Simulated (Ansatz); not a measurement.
Property card for Si

Method: DFT LDA, scalar-relativistic, plane waves, PAW in Ansatz 0.2.0.

Cutoff 420 eV; k points 12×12×4 on the computed 8-atom cell (Γ-centred); Gaussian smearing, width 0.02 eV; no spin polarisation.

The structure is relaxed at this level of theory with its symmetry kept. This form isn't the element's structure at ambient conditions.

```yaml
crystal:
  lattice:
    - [3.81013, 0.00000, 0.00000]
    - [-1.90507, 3.29967, 0.00000]
    - [0.00000, 0.00000, 12.52167]
  atoms:
    - { symbol: Si, position: [0.00000, 0.00000, 0.40677] }
    - { symbol: Si, position: [0.00000, 0.00000, 0.90677] }
    - { symbol: Si, position: [0.00000, 0.00000, 0.09323] }
    - { symbol: Si, position: [0.00000, 0.00000, 0.59323] }
    - { symbol: Si, position: [0.33333, 0.66667, 0.34406] }
    - { symbol: Si, position: [0.66667, 0.33333, 0.84406] }
    - { symbol: Si, position: [0.33333, 0.66667, 0.15594] }
    - { symbol: Si, position: [0.66667, 0.33333, 0.65594] }
```

```
Space group                                                                                                                                 : P6_3/mmc (No. 194)
Volume per atom                                                                                                                             : 19.68 Å³
Formation energy from the elements' standard states (uncorrected)                                                                           : +0.001 eV/atom
Kohn–Sham band gap                                                                                                                          : 0.42 eV, indirect from Γ to (0.000, 0.461, 0.000)
Löwdin character of the top 1 eV of the valence band                                                                                        : Si 3p 96 %
Löwdin character of the lowest 1 eV of the conduction band                                                                                  : Si 3p 54 %, Si 3s 30 %, unprojected 15 %
Electron masses at the edge by Cartesian direction of the standard setting (m_e; degenerate bands sorted by energy; no spin-orbit coupling) : x: 0.12; y: 1.3; z: 1.5
Hole masses at the edge by Cartesian direction of the standard setting (m_e; degenerate bands sorted by energy; no spin-orbit coupling)     : x: 0.81, 0.13; y: 0.82, 0.13; z: 0.63, 0.63
Bulk modulus                                                                                                                                : 96 GPa
Its pressure derivative                                                                                                                     : 4.2
Bader charges (e)                                                                                                                           : Si (4 in the cell) 0.01, Si (4 in the cell) -0.01
```

Cost: 8 runs of about 16 core-minutes in all, on Intel Xeon Processor @ 2.50GHz (Skylake/Cascade Lake) (shared hosts).